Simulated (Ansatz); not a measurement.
We consider α-phase Ga, described by LC-ωPBE (plane waves, PAW; Ansatz, an electronic-structure program).

Numerical settings: plane-wave cutoff 460 eV, 8×8×6 k mesh (along the axes of the cell as run), Fermi–Dirac smearing 0.05 eV, scalar-relativistic PAW data made under PBE.

Computed at the level's own relaxed cell.

Problem. Predict the equilibrium lattice constant a, lattice parameter b and c axis length.

Solution. 
equilibrium lattice constant a: 4.276 Å
lattice parameter b: 7.458 Å
c axis length: 4.484 Å

Static lattice: no zero-point or thermal effects.

Computing time: about 4 core-hours (a rough figure).
